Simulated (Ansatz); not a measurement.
C2H3O (SMILES C[C]=O) moved off its minimum; all values from Ansatz (a program for electronic structure), cores frozen in correlated methods. Open shells are unrestricted.
(charge 0, multiplicity 2)
```xyz
6

C     -1.12825     0.12566     0.08736
C      0.29744    -0.27067     0.20294
O      1.14774     0.12320    -0.23076
H     -1.52314     0.35612     1.11744
H     -1.78879    -0.66268    -0.40637
H     -1.19900     0.98787    -0.48919
```

Forces at HF/def2-TZVPP (eV/Å):

```tsv
atom	Fx	Fy	Fz
C1	-2.727	-1.316	1.230
C2	-16.123	-8.777	8.878
O3	17.309	8.066	-8.819
H4	0.394	-0.524	-1.314
H5	1.287	0.963	1.050
H6	-0.140	1.587	-1.024
```

Problem. Give the forces (eV/Å), the total energy and the dipole at CCSD(T)/cc-pVTZ.

Solution. 
```
atom       Fx       Fy       Fz
----  -------  -------  -------
C1     -2.552   -1.373    1.193
C2    -18.366  -10.059   10.268
O3     19.713    9.272  -10.127
H4      0.305   -0.451   -1.018
H5      1.071    0.756    0.889
H6     -0.170    1.854   -1.205
```
Energy -152.8725 hartree, dipole 1.74 D.
